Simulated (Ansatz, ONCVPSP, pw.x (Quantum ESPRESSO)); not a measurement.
pw.x on bcc Ga: one setting changed

Potential: optimised norm-conserving Vanderbilt (ONCV), ONCVPSP 4.0.1.1 (patched build), PBEsol; core [Ar], reference 3d10 4s2 4p1; waves: 4s: rc 1.75 bohr, ncon 4, nbas 8, qcut 3.2 1/bohr, 2 projectors, debl 3.7 Ha; 4p: rc 1.80 bohr, ncon 4, nbas 7, qcut 3.6 1/bohr, 2 projectors, debl 1.5 Ha; 3d: rc 1.40 bohr, ncon 4, nbas 9, qcut 11.4 1/bohr, 2 projectors, debl 2.3 Ha; f scattering state at 0.19 Ha: rc 1.90 bohr, ncon 4, nbas 7, qcut 6.5 1/bohr, 2 projectors, debl 2.3 Ha; local part: polynomial inside 1.30 bohr (lpopt 2, dvloc0 1 Ha); core correction: polynomial model core, fcfact 0.35.

The reference run (k-mesh 14³, cutoffs 135/540 Ry, Fermi–Dirac 0.01 Ry, mixing_beta 0.4, conv_thr 1e-9, no spin) gives -0.65 GPa at 18.120 Å³/atom, where all-electron LAPW gives -0.58 GPa. This run, with its own iteration cap, changes smearing to gauss.

```
&control
  calculation='scf', prefix='x', pseudo_dir='./', outdir='./tmp', tstress=.true., disk_io='none'
/
&system
  ibrav=0, nat=1, ntyp=1, ecutwfc=135, ecutrho=540, nbnd=14,
  occupations='smearing', smearing='gauss', degauss=0.01
/
&electrons
  conv_thr=1e-09, mixing_beta=0.4, electron_maxstep=50
/
ATOMIC_SPECIES
Ga 1.0 Ga.UPF
CELL_PARAMETERS angstrom
  -1.65462431 1.65462431 1.65462431
  1.65462431 -1.65462431 1.65462431
  1.65462431 1.65462431 -1.65462431
ATOMIC_POSITIONS crystal
Ga 0.0000 0.0000 0.0000
K_POINTS automatic
14 14 14 0 0 0
```

```bash
pw.x < Ga.scf.in > Ga.scf.out
```

Task: How does the run end?

Result: It converges in 8 iterations; the free energy moves by +10.4 meV/atom and the pressure by -0.18 GPa. Gaussian smearing of the same width is narrower in effect than Fermi–Dirac, so its quadratic term in F is smaller.

```
Message from routine setup:
     using ibrav=0 with symmetry is DISCOURAGED, use correct ibrav instead
     lattice parameter (alat)  =       5.4158  a.u.
     unit-cell volume          =     122.2798 (a.u.)^3
     number of electrons       =        13.00
     number of Kohn-Sham states=           14
     kinetic-energy cutoff     =     135.0000  Ry
     charge density cutoff     =     540.0000  Ry
     scf convergence threshold =      1.0E-09
     Exchange-correlation= PBESOL
     number of k points=   104  Gaussian smearing, width (Ry)=  0.0100
     iteration #  1     ecut=   135.00 Ry     beta= 0.40
     total energy              =    -153.79343091 Ry
     estimated scf accuracy    <       0.00774647 Ry
     iteration #  2     ecut=   135.00 Ry     beta= 0.40
     total energy              =    -153.79402138 Ry
     estimated scf accuracy    <       0.00090385 Ry
     iteration #  3     ecut=   135.00 Ry     beta= 0.40
     total energy              =    -153.79406280 Ry
     estimated scf accuracy    <       0.00015385 Ry
     iteration #  4     ecut=   135.00 Ry     beta= 0.40
     total energy              =    -153.79407113 Ry
     estimated scf accuracy    <       0.00000315 Ry
     iteration #  5     ecut=   135.00 Ry     beta= 0.40
     total energy              =    -153.79407196 Ry
     estimated scf accuracy    <       0.00000019 Ry
     iteration #  6     ecut=   135.00 Ry     beta= 0.40
     total energy              =    -153.79407200 Ry
     estimated scf accuracy    <       0.00000001 Ry
     iteration #  7     ecut=   135.00 Ry     beta= 0.40
     total energy              =    -153.79407200 Ry
     estimated scf accuracy    <          1.7E-09 Ry
     iteration #  8     ecut=   135.00 Ry     beta= 0.40
     the Fermi energy is    10.5142 ev
!    total energy              =    -153.79407200 Ry
     estimated scf accuracy    <          5.1E-10 Ry
     smearing contrib. (-TS)   =      -0.00029598 Ry
     The total energy is F=E-TS. E is the sum of the following terms:
     one-electron contribution =     -73.26169403 Ry
     hartree contribution      =      50.00345754 Ry
     xc contribution           =     -32.18689998 Ry
     ewald contribution        =     -98.34863955 Ry
     convergence has been achieved in   8 iterations
          total   stress  (Ry/bohr**3)                   (kbar)     P=       -8.28
     Message from routine punch:
     Nothing written, as per user request (disk_io='none')
```

The run took about 3.1 min on one core of a shared host (Neoverse-N1, 64 threads, 124 GiB, load 63).
